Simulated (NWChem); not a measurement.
All runs are NWChem calculations. System: acetylene (C2H2), charge 0, spin multiplicity 1, at a geometry optimised with PBE0/def2-SVP. Level: RHF/STO-3G.

Input file:

```
start mol
memory heap 200 mb stack 800 mb global 1000 mb
geometry units angstroms nocenter noautoz
  C      0.000000     0.000000    -0.604265
  C      0.000000     0.000000     0.604265
  H      0.000000     0.000000    -1.679242
  H      0.000000     0.000000     1.679242
  symmetry group D2h
end
basis spherical
  * library sto-3g
end
scf
  rhf
  nopen 0
  maxiter 100
  thresh 1e-7
  semidirect memsize 60000000 filesize 0
end
task scf energy
```

NWChem printed:

```
             Northwest Computational Chemistry Package (NWChem) 7.3.0
             --------------------------------------------------------

                                NWChem Input Module
                                -------------------

 Scaling coordinates for geometry "geometry" by  1.889725989
 (inverse scale =  0.529177249)

 Turning off AUTOSYM since
 SYMMETRY directive was detected!

                             Geometry "geometry" -> ""
                             -------------------------

 Output coordinates in angstroms (scale by  1.889725989 to convert to a.u.)

  No.       Tag          Charge          X              Y              Z
 ---- ---------------- ---------- -------------- -------------- --------------
    1 C                    6.0000     0.00000000     0.00000000    -0.60426500
    2 C                    6.0000     0.00000000     0.00000000     0.60426500
    3 H                    1.0000     0.00000000     0.00000000    -1.67924200
    4 H                    1.0000     0.00000000     0.00000000     1.67924200

 Effective nuclear repulsion energy (a.u.)      24.6089184991

            Nuclear Dipole moment (a.u.)
            ----------------------------
        X                 Y               Z
 ---------------- ---------------- ----------------
     0.0000000000     0.0000000000     0.0000000000

      Symmetry information
      --------------------

 Group name             D2h
 Group number             26
 Group order               8
 No. of unique centers     2

      Symmetry unique atoms

     1    3


 Summary of "ao basis" -> "" (spherical)
 ------------------------------------------------------------------------------
       Tag                 Description            Shells   Functions and Types
 ---------------- ------------------------------  ------  ---------------------
 *                           sto-3g                   on all atoms

 Summary of "ao basis" -> "ao basis" (spherical)
 ------------------------------------------------------------------------------
       Tag                 Description            Shells   Functions and Types
[...]
              MO Center=  4.0D-17,  1.7D-17,  1.1D-16, r^2= 2.1D+00
   Bfn.  Coefficient  Atom+Function         Bfn.  Coefficient  Atom+Function
  ----- ------------  ---------------      ----- ------------  ---------------
     5      0.442818  1 C  pz                10     -0.442818  2 C  pz
    11     -0.349827  3 H  s                 12     -0.349827  4 H  s

 Vector    6  Occ=2.000000D+00  E=-3.453842D-01  Symmetry=b2u
              MO Center= -2.9D-53, -1.0D-17, -1.2D-17, r^2= 1.1D+00
   Bfn.  Coefficient  Atom+Function         Bfn.  Coefficient  Atom+Function
  ----- ------------  ---------------      ----- ------------  ---------------
     4      0.620623  1 C  py                 9      0.620623  2 C  py

 Vector    7  Occ=2.000000D+00  E=-3.453842D-01  Symmetry=b3u
              MO Center= -2.6D-17,  2.7D-48, -1.2D-17, r^2= 1.1D+00
   Bfn.  Coefficient  Atom+Function         Bfn.  Coefficient  Atom+Function
  ----- ------------  ---------------      ----- ------------  ---------------
     3      0.620623  1 C  px                 8      0.620623  2 C  px

 Vector    8  Occ=0.000000D+00  E= 3.946344D-01  Symmetry=b3g
              MO Center=  1.4D-52, -5.4D-33,  1.8D-18, r^2= 1.1D+00
   Bfn.  Coefficient  Atom+Function         Bfn.  Coefficient  Atom+Function
  ----- ------------  ---------------      ----- ------------  ---------------
     4      0.844022  1 C  py                 9     -0.844022  2 C  py

 Vector    9  Occ=0.000000D+00  E= 3.946344D-01  Symmetry=b2g
              MO Center= -2.8D-32, -2.2D-51,  1.8D-18, r^2= 1.1D+00
   Bfn.  Coefficient  Atom+Function         Bfn.  Coefficient  Atom+Function
  ----- ------------  ---------------      ----- ------------  ---------------
     3      0.844022  1 C  px                 8     -0.844022  2 C  px

 Vector   10  Occ=0.000000D+00  E= 5.420658D-01  Symmetry=b1u
              MO Center= -8.9D-33,  5.4D-34, -2.7D-16, r^2= 2.4D+00
   Bfn.  Coefficient  Atom+Function         Bfn.  Coefficient  Atom+Function
  ----- ------------  ---------------      ----- ------------  ---------------
     2      1.089527  1 C  s                  7     -1.089527  2 C  s
    11     -0.784810  3 H  s                 12      0.784810  4 H  s
     1     -0.175862  1 C  s                  6      0.175862  2 C  s

 center of mass
 --------------
 x =   0.00000000 y =   0.00000000 z =   0.00000000

 moments of inertia (a.u.)
 ------------------
          51.591547021263           0.000000000000           0.000000000000
           0.000000000000          51.591547021263           0.000000000000
           0.000000000000           0.000000000000           0.000000000000

  Mulliken analysis of the total density
  --------------------------------------

    Atom       Charge   Shell Charges
 -----------   ------   -------------------------------------------------------
    1 C    6     6.11   1.99  1.11  3.00
    2 C    6     6.11   1.99  1.11  3.00
    3 H    1     0.89   0.89
    4 H    1     0.89   0.89

       Multipole analysis of the density wrt the origin
       ------------------------------------------------

     L   x y z        total         open         nuclear
     -   - - -        -----         ----         -------
     0   0 0 0     -0.000000      0.000000     14.000000

     1   1 0 0     -0.000000      0.000000      0.000000
     1   0 1 0     -0.000000      0.000000      0.000000
     1   0 0 1      0.000000      0.000000      0.000000

     2   2 0 0     -8.744739      0.000000      0.000000
     2   1 1 0     -0.000000      0.000000      0.000000
     2   1 0 1      0.000000      0.000000      0.000000
     2   0 2 0     -8.744739      0.000000      0.000000
     2   0 1 1      0.000000      0.000000      0.000000
     2   0 0 2     -5.566408      0.000000     35.786856

 Task  times  cpu:        0.0s     wall:        0.0s

 Total times  cpu:        0.1s     wall:        0.1s
```
